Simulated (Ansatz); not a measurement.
System: B20 (FeSi-type) FeSi. Method: r²SCAN-D4 in Ansatz (plane waves, PAW).

Numerical settings: plane-wave cutoff 560 eV, 8×8×8 k mesh, Fermi–Dirac smearing 0.01 eV, no spin polarisation, scalar-relativistic PAW data made under PBE.

Equation-of-state points:

```
V (Å³/atom)  E − E_lowest (meV/atom)  P (GPa)
-----------  -----------------------  -------
10.153                         14.27    11.25
10.365                          3.42     5.30
10.576                          0.00    -0.01
10.788                          3.20    -4.74
10.999                         12.29    -8.95
```

### Question
Estimate the bulk modulus from the pressures at 10.365 and 10.788 Å³/atom, and compare it with a fit to all energies.

### Answer
B = −V dP/dV. Between V = 10.365 and 10.788 Å³/atom, dP/dV = (-4.74 − (5.30))/(10.788 − 10.365) = -23.7 GPa per Å³/atom; at the midpoint 10.576 Å³/atom this gives B ≈ 251 GPa. The third-order Birch–Murnaghan fit gives V0 = 10.576 Å³/atom, B0 = 250 GPa, B′ = 4.7, which lies within 1 % of that estimate.

Shape and atoms are relaxed at each volume.

Measured, for comparison: bulk modulus 178 GPa (room temperature, no zero-point or thermal correction, our sources range from 169 to 185; as tabulated in Study of the compressibility of FeSi, MnSi, and CoS2 (JETP Letters), abstract); equilibrium volume per atom 11.26 Å³/atom (temperature not stated, no zero-point or thermal correction; as tabulated in Wikipedia's data pages). Computed (rounded) less measured: bulk modulus +40 % (+35 % to +48 % over the range), equilibrium volume per atom -6.0 %.

Note: the bulk modulus comes from volumes at which shape and atoms were relaxed.

Computed values are for the static lattice.

It cost about 16 core-minutes (a rough figure) of CPU time.

Ansatz is a quantum-chemistry and plane-wave program.
